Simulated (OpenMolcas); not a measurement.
OpenMolcas input wanted

AlH2O has 4 atoms, charge 0, and is taken as a doublet. As SMILES, `[O][AlH2]`. The shape is that of a PBE0-D4/def2-TZVP optimisation.

```xyz
4

O     0.0626   -0.8563    1.4014
Al    0.0113    0.0299   -0.0804
H    -1.1496   -0.3608   -1.0760
H     1.1311    1.1268   -0.2653
```

Settings wanted:

```yaml
method: HF
reference: UHF
relativity: sfX2C
symmetry: none
basis_set: ANO-R0
task: energy
nucleus: finite
```

Problem. Write the OpenMolcas 26.06 input and the command.

Solution. This one ran through:

step1.input:
```
&gateway
  coord
  4
  angstrom
  O        0.062600      -0.856300       1.401400
  Al       0.011300       0.029900      -0.080400
  H       -1.149600      -0.360800      -1.076000
  H        1.131100       1.126800      -0.265300
  basis=ANO-R0
  group=NoSym

&seward

&scf
  uhf
  spin=2
  prorbitals=1 2
```

```bash
$ export MOLCAS_MEM=1860
$ pymolcas step1.input > step1.log
```

Calculated total energy: -318.09056 Eh. The reference is spin-contaminated (⟨S²⟩ = 0.92).
